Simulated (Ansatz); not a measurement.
Geometry optimisation, UKS B3LYP-D4/def2-SVP (Ansatz 0.2.0).

The input (input.yaml):

```yaml
crystal:
  periodic: [false, false, false]
  atoms:
    - { symbol: B, position_ang: [0.0, 0.0, 0.0] }
    - { symbol: F, position_ang: [0.0, 0.0, 1.57] }
    - { symbol: H, position_ang: [1.0305, 0.0, -0.595] }
    - { symbol: H, position_ang: [-1.0305, 0.0, -0.595] }
    - { symbol: Cl, position_ang: [0.0, 0.0, 3.37] }
magnetization:
  spin_polarized: true
  initial_magnetization: 1
basis:
  gaussian: { orbitals: def2-SVP }
hamiltonian:
  xc: b3lyp
  dispersion: d4
relax:
  f_tol: 0.15
  max_steps: 25
  restrain:
    - { distance: [1, 4], at: 2.7, k: 30.0 }
    - { distance: [0, 1], at: 1.32, k: 30.0 }
output:
  orbitals: {}
```

Launched with:

```bash
$ ansatz run input.yaml --threads 1 --pin off --max-ram 2048MiB --backend cpu --events-out ev --progress --plain --runs-dir out
```

Q: Where does it end, and by what steps?

A: The forces met the threshold. The restraints hold the end off the free minimum. After 4 steps the energy has fallen by 2.626 eV (the restraints' own energy left out); Cl5 moved furthest, 0.55 Å. The start is strongly strained (largest force component 11 eV/Å), so its close contacts needn't be bonds. Parted: F2–Cl5 (1.80 → 2.70 Å).

| step | energy less start (eV) | largest force component (eV/Å) | accepted |
| --- | --- | --- | --- |
| 0 | 0.0000 | 11.220 | yes |
| 1 | -2.1715 | 4.056 | yes |
| 2 | -2.1960 | 1.826 | yes |
| 3 | -2.6168 | 0.394 | yes |
| 4 | -2.6261 | 0.104 | yes |

```xyz
5
Properties=species:S:1:pos:R:3
B 0.000 0.000 -0.100
F 0.000 0.000 1.221
H 1.073 0.000 -0.648
H -1.073 0.000 -0.648
Cl 0.000 0.000 3.924
```

The run took 15 s on 1 thread of Arm Neoverse V2, with other jobs on the host, peak memory 0.14 GiB.
